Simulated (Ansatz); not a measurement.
The parent structure is InSb in the zinc blende structure (space group F-43m, No. 216; a = 6.5559 Å).

All numbers come from r2SCAN (Ansatz, a first-principles code, PAW, no spin-orbit coupling).

It is then changed as follows: every Sb is replaced by P; the structure is relaxed again.

Measured lattice parameter a: InSb 6.468 Å (static lattice; corrected from measurement; as listed in Daniel Mejia-Rodriguez, S. B. Trickey, Phys. Rev. B (2018)); InP 5.858 Å (static lattice; corrected from measurement; as listed in Daniel Mejia-Rodriguez, S. B. Trickey, Phys. Rev. B (2018)).

Q: How well does r2SCAN reproduce the measured shift?

A: With r2SCAN the lattice parameter a moves by -0.649 Å (6.556 → 5.907) against -0.610 Å measured.

Stability against distortions was not tested. The final runs are not spin-polarised.
